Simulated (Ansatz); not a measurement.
**C3H8OS: one species, many methods**

An exercise on one series of results from a longer session: the logs are not shown, and one member is left open.

The runs use Ansatz 0.2.0, Gaussian basis; functionals in def2-TZVPP, the program's frozen cores in correlated methods.

The runs, in order: PBE-D4, r2SCAN-D4, PBE0-D4, B3LYP-D4, ωB97X-V, ωB97M-V, B2PLYP; CCSD(T)/def2-TZVPP; MP2/def2-QZVPP; extrapolation to the limit.

### The geometry

All runs share one geometry, relaxed beforehand with PBE0-D4 in a triple-zeta def2 set.

SMILES `CCS(C)=O`, 13 atoms, charge 0, spin multiplicity 1.

Atoms are counted from 1 here; the program's logs count them from 0.

Bond lengths: C1–C2 1.515 Å, C1–H6 1.092 Å, C1–H7 1.093 Å, C1–H8 1.091 Å, C2–S3 1.811 Å, C2–H9 1.093 Å, C2–H10 1.094 Å, S3–C4 1.798 Å, S3–O5 1.482 Å, C4–H11 1.090 Å, C4–H12 1.092 Å, C4–H13 1.091 Å. Angles: C2–C1–H6 110.2°, C2–C1–H7 111.3°, C2–C1–H8 112.0°, H6–C1–H7 107.6°, H6–C1–H8 107.4°, H7–C1–H8 108.1°, C1–C2–S3 113.9°, C1–C2–H9 111.4°, C1–C2–H10 113.3°, S3–C2–H9 102.9°, S3–C2–H10 106.9°, H9–C2–H10 107.7°, C2–S3–C4 97.5°, C2–S3–O5 106.4°, C4–S3–O5 106.4°, S3–C4–H11 106.3°, S3–C4–H12 109.2°, S3–C4–H13 110.5° and more.

As a file:

```mol
C3H8OS
  3D, bonds by distance, orders not assigned

 13 12  0  0  0  0  0  0  0  0999 V2000
   -0.9637    0.7743    1.1170 C   0  0
   -0.2146    1.0106   -0.1784 C   0  0
    1.3274    0.0719   -0.3164 S   0  0
    0.5937   -1.5614   -0.4825 C   0  0
    1.9037    0.4081   -1.6400 O   0  0
   -1.7766    1.4959    1.2194 H   0  0
   -0.3062    0.8915    1.9820 H   0  0
   -1.4049   -0.2231    1.1584 H   0  0
    0.1229    2.0468   -0.2613 H   0  0
   -0.8070    0.7814   -1.0684 H   0  0
    1.4174   -2.2488   -0.6746 H   0  0
   -0.0940   -1.5606   -1.3303 H   0  0
    0.0872   -1.8475    0.4401 H   0  0
  1  2  8  0
  2  3  8  0
  3  4  8  0
  3  5  8  0
  1  6  8  0
  1  7  8  0
  1  8  8  0
  2  9  8  0
  2 10  8  0
  4 11  8  0
  4 12  8  0
  4 13  8  0
M  END
```

Set-up of the first run:

Contents of in.yaml:

```yaml
crystal:
  periodic: [false, false, false]
  atoms:
    - {symbol: C, position_ang: [-0.963662, 0.774260, 1.117006]}
    - {symbol: C, position_ang: [-0.214609, 1.010587, -0.178368]}
    - {symbol: S, position_ang: [1.327406, 0.071861, -0.316379]}
    - {symbol: C, position_ang: [0.593713, -1.561378, -0.482521]}
    - {symbol: O, position_ang: [1.903720, 0.408066, -1.639969]}
    - {symbol: H, position_ang: [-1.776562, 1.495876, 1.219389]}
    - {symbol: H, position_ang: [-0.306227, 0.891464, 1.981993]}
    - {symbol: H, position_ang: [-1.404862, -0.223072, 1.158389]}
    - {symbol: H, position_ang: [0.122946, 2.046835, -0.261336]}
    - {symbol: H, position_ang: [-0.807038, 0.781363, -1.068450]}
    - {symbol: H, position_ang: [1.417390, -2.248816, -0.674579]}
    - {symbol: H, position_ang: [-0.094007, -1.560618, -1.330311]}
    - {symbol: H, position_ang: [0.087192, -1.847530, 0.440138]}
basis:
  gaussian: {orbitals: def2-TZVPP}
hamiltonian: {xc: pbe, dispersion: d4}
output: {forces: true, orbitals: {seedname: orbitals}}
```

On the command line:

```sh
$ ansatz run in.yaml --threads 4 --pin off --events-out ev --progress --plain --max-ram 10444MiB
```

Among the steps run: PBE-D4 (GGA); r2SCAN-D4 (meta-GGA); PBE0-D4 (hybrid); B3LYP-D4 (hybrid); ωB97X-V (range-separated); ωB97M-V (range-separated); B2PLYP (double hybrid); CCSD(T) in def2-TZVPP; MP2 in def2-QZVPP.

One of the session's tables, all rows but one given; the rest of the session is left out.

It belongs to the step «Atomisation energies». 

| method | atomisation energy (kcal/mol) |
| --- | --- |
| PBE-D4 | 1178.5 |
| r2SCAN-D4 | 1156.0 |
| PBE0-D4 | 1155.8 |
| B3LYP-D4 | 1149.2 |
| ωB97X-V | 1151.8 |
| ωB97M-V | ? |
| B2PLYP | 1136.4 |
| HF/def2-TZVPP | 823.8 |
| MP2/def2-TZVPP | 1136.0 |
| CCSD/def2-TZVPP | 1100.6 |
| CCSD(T)/def2-TZVPP | 1118.7 |
| MP2/CBS | 1168.1 |
| CCSD(T)/CBS | 1150.7 |

**Question.** Estimate the row for ωB97M-V.

**Answer.** atomisation energy (kcal/mol): 1153.3. In the column «atomisation energy (kcal/mol)» it lies between ωB97X-V (1151.8) and PBE0-D4 (1155.8).
